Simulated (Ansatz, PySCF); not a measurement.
H3Si, SMILES [SiH3] (connectivity only; charge and spin as stated), charge +1, multiplicity 1.

Geometry: B3LYP-D3(BJ)/def2-TZVPD. The spin state was assumed, not searched. The isomer is the one that the SMILES or the coordinates give; other isomers of the formula were not compared.

Vertical ionisation energy (IE) and electron affinity (EA) in eV. Rows of orbital energies are one-electron estimates. Where ΔSCF, EOM or ADC give a negative EA the extra electron is unbound and the value depends on the basis.

| level | IE | EA |
|---|---|---|
| −ε(HOMO), −ε(LUMO), PBE0/def2-TZVPD (PySCF) | … | … |
| −ε(HOMO), −ε(LUMO), M06-2X/def2-TZVPD (PySCF) | 18.97 | 9.34 |
| −ε(HOMO), −ε(LUMO), PBE/def2-TZVPD (PySCF) | 16.34 | 11.26 |
| EOM-CCSD/aug-cc-pVDZ (PySCF) | 20.81 | 7.73 |
| ADC(2)/aug-cc-pVDZ (PySCF) | 20.78 | 7.69 |
| ΔSCF, CAM-B3LYP/def2-TZVPD (Ansatz), final states of multiplicity 2 and 2 | 20.84 | 7.91 |
| ΔSCF, PBE/def2-TZVPD (Ansatz), final states of multiplicity 2 and 2 | 20.54 | 8.02 |

Task: What belongs in the gaps? (The exact figures need the calculation; the answer reports its results.)

Result: 
- −ε(HOMO), −ε(LUMO), PBE0/def2-TZVPD (PySCF), IE: 17.72
- −ε(HOMO), −ε(LUMO), PBE0/def2-TZVPD (PySCF), EA: 10.23

Task: What vertical singlet–triplet gap does ΔSCF give with CAM-B3LYP/def2-TZVPD (Ansatz, a program for electronic structure) and with PBE/def2-TZVPD (Ansatz)? (The exact figures need the calculation; the answer reports its results.)

Result: 5.22 and 4.75 eV (triplet above singlet where positive).

Task: Beyond the first one, list the lowest photoelectron lines from ADC(2)/aug-cc-pVDZ (PySCF 2.14.0) with their pole strengths (two spins summed). (An estimate is asked for; the answer gives what the named calculation found.)

Result: 26.32 eV (1.86).
